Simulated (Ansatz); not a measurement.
# CH7AlSi: the cost of one run

Program: Ansatz 0.2.0, Gaussian basis. Level of theory: the settings change from run to run. These are calculated values, not measurements.

## 1. The relaxed structure

The geometry comes from an earlier relaxation with PBE0-D4 in a triple-zeta def2 set; it is a stationary point, not always the lowest conformer.

SMILES `[AlH2][CH2][SiH3]`, 10 atoms, charge 0, spin multiplicity 1.

Atoms are counted from 1 here; the program's logs count them from 0.

Bond lengths: Al1–C2 1.948 Å, Al1–H4 1.587 Å, Al1–H5 1.587 Å, C2–Si3 1.866 Å, C2–H6 1.096 Å, C2–H7 1.096 Å, Si3–H8 1.490 Å, Si3–H9 1.490 Å, Si3–H10 1.489 Å. Angles: C2–Al1–H4 119.9°, C2–Al1–H5 119.9°, H4–Al1–H5 120.3°, Al1–C2–Si3 113.8°, Al1–C2–H6 109.6°, Al1–C2–H7 109.7°, Si3–C2–H6 107.7°, Si3–C2–H7 107.7°, H6–C2–H7 108.2°, C2–Si3–H8 110.3°, C2–Si3–H9 110.3°, C2–Si3–H10 112.7°, H8–Si3–H9 107.4°, H8–Si3–H10 107.9°, H9–Si3–H10 107.9°.

## 2. BLYP/aug-cc-pVTZ

Options: multiplicity 3, D4 dispersion, the search for lower states set to off.

Contents of in.yaml:

```yaml
crystal:
  periodic: [false, false, false]
  atoms:
    - {symbol: Al, position_ang: [-1.415002, 0.743563, -0.797575]}
    - {symbol: C, position_ang: [0.370920, -0.029252, -0.702709]}
    - {symbol: Si, position_ang: [0.872371, -0.557186, 1.015802]}
    - {symbol: H, position_ang: [-2.669285, -0.194132, -1.057240]}
    - {symbol: H, position_ang: [-1.611835, 2.306245, -0.599579]}
    - {symbol: H, position_ang: [0.425600, -0.911184, -1.350980]}
    - {symbol: H, position_ang: [1.107934, 0.701421, -1.054786]}
    - {symbol: H, position_ang: [-0.080676, -1.573441, 1.544325]}
    - {symbol: H, position_ang: [0.843650, 0.607636, 1.944649]}
    - {symbol: H, position_ang: [2.239424, -1.144870, 1.061094]}
basis:
  gaussian: {orbitals: aug-cc-pVTZ}
magnetization: {spin_polarized: true, initial_magnetization: 2}
hamiltonian: {xc: {name: BLYP}, dispersion: d4}
scf: {lower_state_search: off}
output: {forces: true}
```

Started as:

```
$ ansatz run in.yaml --threads 2 --pin off --events-out ev --progress --plain --max-ram 4352MiB
```

**Question.** How long does this run take on 2 threads of Intel Xeon 6975P-C, shared host, and how much memory does it need?

About 6 s, with a peak of 0.51 GiB.
